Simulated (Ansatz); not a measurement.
**Diamond-structure Ge**

These are PBE (plane waves, PAW; Ansatz, an electronic-structure program) values and carry that method's errors.

Settings: plane-wave cutoff 520 eV, 10×10×10 k mesh, Fermi–Dirac smearing 0.01 eV, scalar-relativistic PAW data made under PBE.

Cell (relaxed at this level):

Ge is taken in the cubic space group Fd-3m, origin choice 1 (No. 227), the diamond structure, Pearson symbol cF8. Conventional cell: a = b = c = 5.761 Å, α = β = γ = 90.00°. Ge on 8b sees 4 Ge at 2.495 Å (tetrahedral). (Neighbours: up to the widest gap in distance over summed covalent radii, below 1.35, at either atom.)
(The calculation used a cell of 2 atoms; values per cell refer to that cell.)

```json
{
  "bulk modulus B0": "59.0 GPa",
  "band_gap": "none",
  "width_of_the_whole_s_p_valence_band": "12.37 eV"
}
```

Measured, for comparison: band gap 0.79 eV (measured zero-point renormalisation of 52 meV added back here; inputs from Miglio et al. (2020), arXiv:2011.12765); bulk modulus 77.3 GPa (low-temperature value with the zero-point effect removed, our sources range from 77.3 to 79.4; as tabulated in Tanner et al. (2021), arXiv:2110.11888). Computed (rounded) less measured: bulk modulus -24 % (-24 % to -26 % over the range).

Note: the gap of the solid is closed in this run; this level leaves the solid without a gap, although one is measured.

Spin–orbit coupling is not included.

Static lattice: no zero-point or thermal effects.
